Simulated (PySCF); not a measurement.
Gas-phase reaction: 2 BH₂F + 4 NH ⇌ B₂H₆ + 4 N + 2 HF

Computed with PySCF and rigid-rotor harmonic-oscillator thermochemistry at 1 bar. † marks an energy on the PBE0/def2-TZVP geometry and frequencies; other levels use their own. Open shells (unrestricted): NH (multiplicity 3), N (multiplicity 4); the rest are closed-shell singlets. BH₂F: computed as isolated molecules; such fragments, hydroxides, amides, oligomers or adducts are transient or little studied in the gas.

PBE0/def2-SVP† gives ΔH°(298 K) = 644 kJ.

Problem. What do BLYP/def2-TZVP†, ωB97M-V/def2-TZVP†, PBE/def2-SVP give?

Solution. BLYP/def2-TZVP†: 710 kJ; ωB97M-V/def2-TZVP†: 613 kJ; PBE/def2-SVP: 716 kJ. For scale, ΔH°(298 K) is 644 kJ at this level, 613 kJ at ωB97M-V/def2-TZVP†, and runs from 326 to 1273 kJ over the 20 levels computed.
